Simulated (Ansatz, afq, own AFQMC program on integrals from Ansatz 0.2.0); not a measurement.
N2H, quartet: AFQMC among the cluster methods

```xyz
3

N     0.0000    0.0000    0.1374
N     0.0000    0.0000   -1.3058
H     0.0000    0.0000    1.1683
```

Connectivity, by distances: NH–N.

Basis cc-pVDZ. Noble-gas cores (and the filled d shells of Ga–Kr and In–Xe) are frozen. Integrals, coupled cluster, full CI and functionals: Ansatz 0.2.0; the random walks run on the same integrals in our own AFQMC program. The CISD trial takes its coefficients from CCSD amplitudes. Released means that phaseless walkers are propagated on without the constraint, phases kept. Free AFQMC starts from the CCSD state and is never constrained. Its projection time is finite, and what remains of the start isn't in its error. ± is one standard error of the sampling.

Determinant: UHF, the one that the program's search chose, which needn't be the lowest solution. The geometry is a point of a scan.

No full CI on the walks' own integrals is used here; CCSDT(Q) serves as the reference and is uncertain by about the last step of the cluster series.

Cautions: lower spins were not checked; the ph-AFQMC/HF walk drifts between its halves (2.2 errors).

- T1 diagnostic: 0.0258
- weight of the determinant in the CISD state: 0.895
- ⟨S²⟩ of the determinant: 3.793
- size of the correlated space: 11 electrons in 31 orbitals

Reference: CCSDT(Q), correlation energy -7.536 eV. The released energy is read at 1.62 1/Eh, later times being too noisy (meV from the phaseless value at times in 1/Eh: -15 ± 15 at 0.24, -26 ± 12 at 0.51, -36 ± 14 at 0.99, -49 ± 23 at 1.62, 9 ± 32 at 2.40).

```
         level  E − E(reference) (mEh)  share of correlation (%)
            HF                  276.93                      0.00
           MP2                   40.75                     85.28
          CCSD                    9.09                     96.72
       CCSD(T)                    1.77                     99.36
         CCSDT                    0.66                     99.76
   ph-AFQMC/HF             0.97 ± 2.26                     99.65
 ph-AFQMC/CISD             0.94 ± 0.52                     99.66
released AFQMC            -0.85 ± 0.85                    100.31
    free AFQMC            -0.10 ± 0.62                    100.04
```

Free projections are given only where their last times agree within the noise and don't stop above the reference; a slow remainder of the start can still hide under it. A walk keeps the symmetry of its determinant, which the program's search chose and which needn't be the lowest solution, so a lower state of the same spin and another symmetry isn't excluded. Released energies are given only where the last usable release times agree within the noise; a slower fall can still hide under it.
